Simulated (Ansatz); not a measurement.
**SiH₄SN+: one structure at several levels**

How do the functionals fare away from a minimum? The structure is a structure displaced at random from a GFN2-xTB minimum.

Method: single points in def2-TZVPP; program: Ansatz 0.2.0, Gaussian basis.

Correlated methods freeze the cores.

**1. Starting geometry**

SMILES `N[SiH+]S`, 7 atoms, charge 1, spin multiplicity 1.

Atoms are counted from 1 here; the program's logs count them from 0.

Bond lengths: N1–Si2 1.707 Å, N1–H4 1.053 Å, N1–H5 0.989 Å, Si2–S3 2.085 Å, Si2–H6 1.424 Å, S3–H7 1.336 Å. Angles: Si2–N1–H4 122.9°, Si2–N1–H5 124.4°, H4–N1–H5 112.7°, N1–Si2–S3 115.7°, N1–Si2–H6 117.0°, S3–Si2–H6 127.3°, Si2–S3–H7 96.4°.

Coordinates:

```xyz
7

N    -1.0809    0.4797   -0.7138
Si    0.2289    0.2103    0.3478
S     1.2401   -1.5960    0.0982
H    -1.3779   -0.2171   -1.4448
H    -1.6371    1.2979   -0.7184
H     0.5054    1.2291    1.3038
H     2.1055   -1.4224    1.1016
```

**2. CCSD(T)/def2-TZVPP**

Contents of run/in.yaml:

```yaml
crystal:
  periodic: [false, false, false]
  atoms:
    - {symbol: N, position_ang: [-1.080900, 0.479700, -0.713800]}
    - {symbol: Si, position_ang: [0.228900, 0.210300, 0.347800]}
    - {symbol: S, position_ang: [1.240100, -1.596000, 0.098200]}
    - {symbol: H, position_ang: [-1.377900, -0.217100, -1.444800]}
    - {symbol: H, position_ang: [-1.637100, 1.297900, -0.718400]}
    - {symbol: H, position_ang: [0.505400, 1.229100, 1.303800]}
    - {symbol: H, position_ang: [2.105500, -1.422400, 1.101600]}
basis:
  gaussian: {orbitals: def2-TZVPP}
total_charge: 1
correlation: {method: ccsd_t}
output: {forces: true}
```

No record of the launch command was kept for these runs.

**3. PBE0-D4/def2-TZVPP**

Edit run/in.yaml of step 2 so:

```diff
@@ -13,3 +13,3 @@
 total_charge: 1
-correlation: {method: ccsd_t}
-output: {forces: true}
+hamiltonian: {xc: pbe0, dispersion: d4}
+output: {forces: true, orbitals: {seedname: orbitals}}
```

**4. wB97M-V/def2-TZVPP**

Edit run/in.yaml of step 3 so:

```diff
@@ -13,3 +13,3 @@
 total_charge: 1
-hamiltonian: {xc: pbe0, dispersion: d4}
-output: {forces: true, orbitals: {seedname: orbitals}}
+hamiltonian: {xc: {name: wB97M-V}}
+output: {forces: true}
```

**5. r2SCAN-D4/def2-TZVPP**

Edit run/in.yaml of step 4 so:

```diff
@@ -13,3 +13,3 @@
 total_charge: 1
-hamiltonian: {xc: {name: wB97M-V}}
+hamiltonian: {xc: r2scan, dispersion: d4}
 output: {forces: true}
```

**6. PBE-D4/def2-TZVPP**

Edit run/in.yaml of step 5 so:

```diff
@@ -13,3 +13,3 @@
 total_charge: 1
-hamiltonian: {xc: r2scan, dispersion: d4}
+hamiltonian: {xc: pbe, dispersion: d4}
 output: {forces: true}
```

**7. wB97X-V/def2-TZVPP**

Edit run/in.yaml of step 6 so:

```diff
@@ -13,3 +13,3 @@
 total_charge: 1
-hamiltonian: {xc: pbe, dispersion: d4}
+hamiltonian: {xc: {name: wB97X-V}}
 output: {forces: true}
```

**8. SPW92/def2-TZVPP**

Edit run/in.yaml of step 7 so:

```diff
@@ -13,3 +13,3 @@
 total_charge: 1
-hamiltonian: {xc: {name: wB97X-V}}
+hamiltonian: {xc: lda}
 output: {forces: true}
```

(Steps that only read results are left out.)

**Question.** What will these runs give? Wanted: energy less free atoms, CCSD(T)/def2-TZVPP; RMS force component; RMS force error; HOMO and LUMO, PBE0-D4; T1 diagnostic.

**Answer**, as computed:

| quantity | value |
| --- | --- |
| energy less free atoms, CCSD(T)/def2-TZVPP | -1432.6 kJ/mol |
| RMS force component | 0.948 to 1.098 eV/Å over the methods |
| RMS force error | PBE0-D4 0.091, wB97M-V 0.068, r2SCAN-D4 0.062, PBE-D4 0.180, wB97X-V 0.106, SPW92 0.285 eV/Å |
| HOMO and LUMO, PBE0-D4 | -13.58 and -7.39 eV |
| T1 diagnostic | 0.015 |

In words: Against CCSD(T) the functionals' energies less atoms differ by -386.0 to -57.7 kJ/mol, PBE-D4 by -107.9 kJ/mol. A larger basis would deepen the CCSD(T) value, while the functionals are nearly converged already, so the order here is not reliable. The forces of r2SCAN-D4 come nearest to CCSD(T), those of SPW92 are farthest. Frozen-core CCSD(T) forces in triple zeta carry basis errors of their own, and this is one geometry, so small gaps rank nothing.
